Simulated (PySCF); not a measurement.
C4H5F2 (doublet state).
Atom-mapped SMILES: `[CH2:1]=[CH:2][C@H:3]([F:4])[CH:5][F:6]` (hydrogens: H7, H8 on C1; H9 on C2; H10 on C3; H11 on C5)

Cartesian coordinates in Å at the GFN2-xTB level; atoms count from 1:
```xyz
11
C4H5F2 angstrom
C      1.5345   -0.8460    0.0567
C      0.7803    0.1847   -0.2781
C     -0.4570    0.6053    0.4860
F     -0.4622    0.0527    1.7472
C     -1.6423    0.1248   -0.2628
F     -2.0556    0.8782   -1.2917
H      1.3307   -1.4313    0.9374
H      2.3957   -1.1239   -0.5256
H      0.9661    0.7787   -1.1608
H     -0.4863    1.6967    0.6101
H     -1.8987   -0.9172   -0.3445
```

The hyperfine couplings belong to this conformer and change with its torsions.

The calculation used PySCF, UKS B3LYP, pcH-1 on C F H, non-relativistic, mean-field spin-orbit, GIAO. The structure is a single GFN2-xTB conformer in the gas phase; no vibrational or solvent corrections. The geometry wasn't refined by DFT: couplings that depend on bond lengths, twists or pyramidal angles can differ widely from those at the functional's own minimum. No stability test was run, so a lower SCF solution isn't excluded.

**Question.** The isotropic 13C couplings are +159.7, +48.1, -28.3, +7.7 MHz. Assign them to C1; C2; C3; C5.

**Answer.** 
```json
{"site": "C1", "a_iso (MHz)": "+7.7", "ρ(0) (bohr⁻³)": "+0.0069", "position": "3 bonds from C5", "distance from C5 (Å)": "3.34", "spin population": "+0.07", "largest |T| (MHz)": "11.4"}
{"site": "C2", "a_iso (MHz)": "+48.1", "ρ(0) (bohr⁻³)": "+0.0428", "position": "2 bonds from C5", "distance from C5 (Å)": "2.42", "spin population": "-0.01", "largest |T| (MHz)": "11.1"}
{"site": "C3", "a_iso (MHz)": "-28.3", "ρ(0) (bohr⁻³)": "-0.0251", "position": "1 bond from C5", "distance from C5 (Å)": "1.48", "spin population": "-0.04", "largest |T| (MHz)": "5.4"}
{"site": "C5", "a_iso (MHz)": "+159.7", "ρ(0) (bohr⁻³)": "+0.1421", "position": "largest spin population", "distance from C5 (Å)": "0.00", "spin population": "+0.93", "largest |T| (MHz)": "166.6"}
```

**Question.** The isotropic 19F couplings are +152.9, +54.6 MHz. Assign them to F4; F6.

**Answer.** 
```tsv
site	a_iso (MHz)	ρ(0) (bohr⁻³)	position	distance from C5 (Å)	bound to	spin population there	largest |T| (MHz)
F4	+54.6	+0.0130	2 bonds from C5	2.33	C3	-0.04	40.7
F6	+152.9	+0.0363	1 bond from C5	1.34	C5	+0.93	505.5
```

ρ(0) is the spin density at the nucleus and T the dipolar tensor. The Mulliken spin populations are largest on C5 (+0.93), C1 (+0.07) and F6 (+0.07). C5 is the only atom above +0.15. The angles at C5 add up to 354.1°, so it is nearly planar; its axial dipolar tensor and the negative coupling of its proton fit spin in a p orbital normal to that plane.

The spin density at the nucleus, in bohr⁻³, is negative for C3 (-0.0251) and H11 (-0.0092), for instance. A restricted open-shell determinant has no negative spin density anywhere; here it arises because α and β orbitals differ (spin polarisation).
